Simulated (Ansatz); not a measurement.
**[H···H···SiH3], doublet in cc-pVDZ: errors against UCCSDT(Q)**

Geometry: a point of a hydrogen-transfer path between rigid fragments, not a stationary point.

```xyz
6

H    -2.7431    0.0000    0.0000
H    -1.3511    0.0000    0.0000
Si    0.0889    0.0000    0.0000
H     0.5389   -1.4163    0.0000
H     0.5389    0.7081   -1.2265
H     0.5389    0.7081    1.2265
```

Basis cc-pVDZ; Ansatz 0.2.0. Correlated methods freeze the noble-gas cores, which leaves 9 electrons in 38 orbitals. R marks a restricted (for open shells ROHF) determinant, U an unrestricted one. Active spaces: valence = (9e, 9o) chosen from the atoms' valence shells; pair = (3e, 3o) about the gap.

Full CI isn't at hand for all of this; UCCSDT(Q) serves as the reference, and is uncertain by about the last step of the cluster series. The frozen core follows each run's orbitals, which can shift R against U totals by a few meV.

For open shells CISD is restricted-active-space CI with the open shells as a complete middle space.

The UHF ⟨S²⟩ is 0.755, the T1 diagnostic (RCCSD) is 0.0174 and the largest doubles amplitude (RCCSD) is 0.032. The T1 diagnostic (UCCSD) is 0.0121.

| level | E − E(RHF) (eV) |
| --- | --- |
| UHF | -0.0426 |
| RMP2 | -3.3160 |
| UMP2 | -3.3232 |
| RCCSD | -4.2013 |
| UCCSD | -4.2019 |
| RCCSD(T) | -4.2747 |
| UCCSD(T) | -4.2748 |

Task: Estimate how far UCCSDT(Q) in cc-pVDZ lies from RCCSD(T). The table doesn't fix it; the size of (T) and the diagnostics are the guide.

Result: UCCSDT(Q) in cc-pVDZ lies 20 meV below RCCSD(T), which is 27 % of the (T) step (-73 meV). The diagnostics give no warning, yet the rest is a sizeable part of (T).

The other levels:

```json
{"level": "CISD", "E − E(UCCSDT(Q)) (meV)": "307", "share of correlation (%)": "92.85", "wall time": "1.1 s"}
{"level": "BCCD(T)", "E − E(UCCSDT(Q)) (meV)": "19", "share of correlation (%)": "99.55", "wall time": "1.2 s"}
{"level": "RCCSDT", "E − E(UCCSDT(Q)) (meV)": "2", "share of correlation (%)": "99.96", "wall time": "–"}
{"level": "UCCSDT", "E − E(UCCSDT(Q)) (meV)": "2", "share of correlation (%)": "99.96", "wall time": "–"}
{"level": "RCCSDT(Q)", "E − E(UCCSDT(Q)) (meV)": "0", "share of correlation (%)": "100.00", "wall time": "18 s"}
{"level": "CASSCF (pair space)", "E − E(UCCSDT(Q)) (meV)": "3931", "share of correlation (%)": "8.46", "wall time": "–"}
{"level": "MRCISD (pair space)", "E − E(UCCSDT(Q)) (meV)": "263", "share of correlation (%)": "93.88", "wall time": "–"}
{"level": "MRCISD+Q (pair space)", "E − E(UCCSDT(Q)) (meV)": "-7", "share of correlation (%)": "100.17", "wall time": "1.3 s"}
{"level": "CASSCF (valence space)", "E − E(UCCSDT(Q)) (meV)": "2774", "share of correlation (%)": "35.39", "wall time": "–"}
{"level": "NEVPT2 (valence space)", "E − E(UCCSDT(Q)) (meV)": "894", "share of correlation (%)": "79.17", "wall time": "3.1 s"}
{"level": "MRCISD (valence space)", "E − E(UCCSDT(Q)) (meV)": "152", "share of correlation (%)": "96.45", "wall time": "–"}
{"level": "MRCISD+Q (valence space)", "E − E(UCCSDT(Q)) (meV)": "23", "share of correlation (%)": "99.45", "wall time": "5 s"}
```

The correlation energy at UCCSDT(Q), counted from RHF, is -4.294 eV. That run took 15 s on 1 thread of Arm Neoverse V1, shared host.

Times hold each run's SCF and search for its determinant on a shared host, so for small cases they say little of a method's own cost; they ran on 1 thread of Arm Neoverse V1.

Natural occupations of CASSCF (valence space) about the gap: 1.987 1.979 1.977 1.977 1.000 0.028 0.018 0.018 0.017; effectively unpaired electrons, Σ n²(2−n)², 1.01.
